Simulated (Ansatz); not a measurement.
Input for Ansatz (development build ahead of 0.2.0):

```yaml
crystal:
  periodic: [false, false, false]
  atoms:
    - { symbol: Li, position_ang: [0.0, 0.0, 0.0] }
    - { symbol: O, position_ang: [0.0, 2.2302, 1.7113] }
    - { symbol: Mg, position_ang: [0.0, -3.0923, 2.3728] }
basis:
  gaussian: { orbitals: pcseg-2 }
magnetization:
  initial_magnetization: 3
hamiltonian:
  xc: hf
```

The input is written out in the form of the current development build from the run's settings.

The run gave:

* Converged: yes
* Total energy: -281.83603 hartree
* Spin squared of the determinant: 3.750
* Stability test: minimum among restricted orbitals

Caution: other spin multiplicities may lie lower.
